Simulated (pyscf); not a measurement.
**Substitution at O: orthosilicic acid (HO–Si(OH)(OH)–OH) + H atom (H•) → orthosilicic acid (HO–Si(OH)(OH)–OH) + H atom (H•)**

Gas phase, doublet surface, charge 0. Bonds broken: O1–H10. Bonds formed: O1–H6. PySCF, gas phase, ωB97X-D3(BJ)/def2-SVP geometries.

Transition state (Å):

```xyz
10

O     -0.0732     0.7420     1.0867
Si    -1.0172    -0.2037    -0.0186
O     -0.1055    -1.4765    -0.5355
O     -1.4280     0.8807    -1.1811
O     -2.4098    -0.8121     0.6088
H     -0.1131     1.8835     0.9590
H      0.8339    -1.3087    -0.6673
H     -2.2778     0.7274    -1.6094
H     -2.3413    -1.6442     1.0888
H      0.3432     0.0848     1.8873
```

One imaginary mode, 2867i cm⁻¹; descent along it reached the two sides named.

```
bond    change  reactant side (Å)  saddle  product side
------  ------  -----------------  ------  ------------
O1–H10  breaks              0.963   1.116           3.2
O1–H6    forms                3.2   1.149         0.963
```

Electronic energies relative to the separated reactants (kcal/mol):

```
level                   barrier  reaction energy  reverse barrier
----------------------  -------  ---------------  ---------------
ωB97X-D3(BJ)/def2-TZVP     36.7              0.0             36.7
PBE/def2-TZVP              23.4              0.0             23.4
r²SCAN/def2-TZVP           26.6              0.0             26.6
B3LYP-D3(BJ)/def2-TZVP     27.4              0.0             27.4
PBE0-D3(BJ)/def2-TZVP      30.0              0.0             30.0
M06-2X/def2-TZVP           33.0              0.0             33.0
ωB97M-D3(BJ)/def2-TZVP     33.0              0.0             33.0
HF/def2-TZVP               56.2              0.0             56.2
```

With ωB97M-D3(BJ)/def2-TZVP energies and thermal terms (ideal gas, 1 atm, RRHO with modes under 100 cm⁻¹ raised to 100, one conformer, R ln 2 for rigid chiral ones), in kcal/mol:

```csv
T (K),ΔH‡,ΔG‡,ΔH,ΔG
298,29.5,34.8,0.0,0.0
600,29.4,40.1,0.0,0.0
900,29.4,45.5,0.0,0.0
1200,29.3,50.9,0.0,0.0
```

The same reactants have a lower exit, to •O–Si(OH)(OH)–OH + H₂ (barrier +22.9 kcal/mol at ωB97M-D3(BJ), against +33.0 kcal/mol here). One saddle was located; it need not be the lowest between these sides. The angle at the attacked O is 133°.
